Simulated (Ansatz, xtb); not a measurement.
Isomers of C5H3N in order of energy

3 gas-phase structures of C5H3N, from a drawn sample of its isomers (lower ones may exist). Each was relaxed with GFN2-xTB:

A. `C#CC(=C)C#N`, a singlet
B. `C#C/C=C\C#N`, a singlet
C. `C#C/C=C/C#N`, a singlet

Q: Make a reasoned guess at their ranking by r2SCAN-D4/def2-SVP single-point energy.

A: Calculated order at r2SCAN-D4/def2-SVP: C (0.0), B (1.6), A (20.9) kJ/mol. Less than 1 kcal/mol parts C and B, so the order within that pair means little.

Energies above the lowest of each column, in kJ/mol; the last columns are at PBE0-D3(BJ)/def2-SVP geometries:

```
structure  GFN2-xTB  HF/STO-3G  r2SCAN-D4/def2-SVP  PBE0-D3(BJ)/def2-SVP  CCSD(T)/def2-SVP + ΔMP2/def2-TZVPP
        C       0.0        0.0                 0.0                   0.0                                 0.0
        B       2.3        0.9                 1.6                   1.3                                 0.7
        A      13.6        8.0                20.9                  18.1                                11.4
```

Every level run on C puts it lowest or level with the lowest. ΔMP2 is the change of the MP2 energy from the smaller to the larger basis.

Programs: Ansatz 0.2.0, xtb 6.7.1.
